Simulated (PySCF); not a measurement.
What does the PBE0-D3(BJ)/def2-SVP structure of `[H]/N=C\CCF` look like in three dimensions?

```xyz
11
C3H6FN angstrom
N      2.174    0.015    0.786
C      1.198   -0.364    0.075
C      0.042    0.455   -0.424
C     -1.297   -0.135   -0.026
F     -2.314    0.581   -0.601
H      2.082    1.014    1.009
H      1.184   -1.428   -0.228
H      0.120    1.492   -0.059
H      0.081    0.490   -1.527
H     -1.425   -0.113    1.070
H     -1.373   -1.185   -0.359
```

Any rigid rotation of these coordinates is as good. Atoms count from 1 in this order. Of the pairs four or more bonds apart, H6···H8 is among the closest relative to their van der Waals radii: 2.28 Å, 95 % of the sum of Bondi's values.

Bonds between heavy atoms (Å): N1=C2 1.266, C2–C3 1.501, C3–C4 1.517, C4–F5 1.370.

Level of theory: PBE0-D3(BJ)/def2-SVP geometry optimisation, gas phase (PySCF).

Point group: C1 (no symmetry element, even within 0.4 Å). Not checked by PBE0-D3(BJ)/def2-SVP frequencies. The numbers are those of one conformer (N1–C2–C3–C4 -125°, C2–C3–C4–F5 -175°).
